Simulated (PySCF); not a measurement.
# Which determinant of SH lies lowest?

Unrestricted PBE0; PySCF, spin-free X2C with a Gaussian nucleus, basis sets H x2c-TZVPPall, S x2c-TZVPPall. Outer shells of the fragments: H 1s1; S 3s2 3p4.

Followed along the bond (rough minima from three points):

```
2Ms+1   unpaired  ⟨S²⟩ at the start  R at minimum (Å)  Te (eV)
    2        π ↑               0.76              1.35     0.00
    4  σ ↑, π ↑↑               3.75  none in the scan   ≤ 5.18
```

Solutions found at the starting distance of 1.305 Å, counted from the lowest of them; the search is not exhaustive and high or unbound solutions are not listed, so other states can lie among these:

```json
{"2Ms+1": "2", "unpaired": "π ↑", "term": "²Π", "E (eV)": "0.00", "⟨S²⟩": "0.76", "⟨Lz²⟩": "1.01", "μ (D)": "-0.86"}
{"2Ms+1": "2", "unpaired": "σ ↑", "term": "²Σ⁺", "E (eV)": "3.99", "⟨S²⟩": "0.76", "⟨Lz²⟩": "0.00", "μ (D)": "-1.16"}
{"2Ms+1": "4", "unpaired": "σ ↑, π ↑↑", "term": "⁴Σ⁻", "E (eV)": "5.82", "⟨S²⟩": "3.75", "⟨Lz²⟩": "0.00", "μ (D)": "1.40"}
{"2Ms+1": "4", "unpaired": "σ ↑↑, π ↑", "term": "⁴Π", "E (eV)": "8.82", "⟨S²⟩": "3.76", "⟨Lz²⟩": "1.02", "μ (D)": "0.80"}
```

A term symbol is given only where ⟨S²⟩ and ⟨Lz²⟩ are close to those of a pure state; real π, δ and φ orbitals otherwise mix terms. A positive dipole means H(−)S(+).

Counting both spins, an empty level lies below a filled one in some of these solutions, because spin and occupation are held.
